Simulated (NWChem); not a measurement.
System: OH, doublet; SMILES [OH]

```xyz
2

O      0.0000     0.0000    -0.1202
H      0.0000     0.0000     0.8695
```
Atoms are numbered in this order, from 1.

Computed with NWChem. Spin-unrestricted. The state is orbitally degenerate and is run as one real component. Structure relaxed at the PBE0/def2-SVP, spin-unrestricted level. No stability test was run on the SCF state. Solvent water, SMD (1 M gas to 1 M solution), gas-phase geometry. Reactions with the solvent are ignored.

For level B3LYP/def2-SVPD:

| Item | Result |
|---|---|
| solvation free energy (kcal/mol) | -5.2 |
| dipole in solution (D) | 2.15 |

Task: How do the values read with level B3LYP/STO-3G instead?

Result: The solvation free energy (kcal/mol) is -2.3 and the dipole in solution (D) is 1.35.
